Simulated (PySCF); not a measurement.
Isomers of C2HF3O, one GFN2-xTB conformer each. Single-point energies are computed at PBE0/pcSseg-1 (PySCF, gas phase, no added dispersion term), electronic only.

| SMILES | GFN2-xTB relative energy (kcal/mol) |
| --- | --- |
| O=CC(F)(F)F | 9.2 |
| O=C(F)C(F)F | 0.0 |

Conformers: `[O:1]=[C:2]([F:3])[CH:4]([F:5])[F:6]` with O1–C2–C4–F5 4°.

Question: What does PBE0/pcSseg-1 give for the same structures?

Answer: 
| SMILES | PBE0/pcSseg-1 E (Eh) | PBE0/pcSseg-1 (kcal/mol) | GFN2-xTB (kcal/mol) | point group |
| --- | --- | --- | --- | --- |
| O=C(F)C(F)F | -451.07417 | 0.0 | 0.0 | C1 |
| O=CC(F)(F)F | -451.06481 | 5.9 | 9.2 | Cs |

Both levels put the same isomer lowest. 

Question: Which frontier levels, dipoles and rotational constants go with these structures?

Answer: 
```
     SMILES  HOMO (eV, PBE0/pcSseg-1)  LUMO (eV)  dipole (D)     A, B, C (MHz)
O=C(F)C(F)F                     -9.73      -1.57        2.02  5547, 3214, 2204
O=CC(F)(F)F                     -8.81      -2.15        1.71  5512, 2944, 2888
```

Question: As an exercise, what shares would exp(−E/RT) give at 1000 K from these electronic energies alone (no entropy, no degeneracies)?

Answer: RT = 1.987 kcal/mol: O=C(F)C(F)F 95.1 %, O=CC(F)(F)F 4.9 %.
